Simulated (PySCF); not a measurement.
Q: Give a PBE0-D3(BJ)/def2-SVP geometry of 1,2,3-trifluoropropane, `FCC(F)CF`.

A: 
```
atom  x, y, z in Å
F1    -0.614    1.734   -0.620
C2    -1.021    0.427   -0.632
C3    -0.277   -0.370    0.407
F4    -0.651    0.026    1.669
C5     1.227   -0.205    0.311
F6     1.644   -0.644   -0.917
H7    -0.823   -0.005   -1.627
H8    -2.103    0.386   -0.423
H9    -0.544   -1.436    0.278
H10    1.720   -0.791    1.103
H11    1.484    0.860    0.429
```

Orientation and origin are arbitrary. Atoms count from 1 in this order. Of the pairs four or more bonds apart, F1···H11 is among the closest relative to their van der Waals radii: 2.50 Å, 94 % of the sum of Bondi's values.

Bonds between heavy atoms (Å): F1–C2 1.369, C2–C3 1.506, C3–F4 1.374, C3–C5 1.516, C5–F6 1.370.

Computed, not measured: PBE0-D3(BJ)/def2-SVP geometry optimisation, gas phase in PySCF.

Point group: C1 (no symmetry element, even within 0.4 Å). Whether it is a minimum is left open (no frequencies). The numbers are those of one conformer (F1–C2–C3–F4 68°, C2–C3–C5–F6 -61°).

The run took 15 s on one thread, AMD EPYC 9R45 (x86_64), shared host with 96 logical CPUs at a one-minute load of 24, and the process peaked at 0.46 GiB of memory. These figures are those of the optimisation.
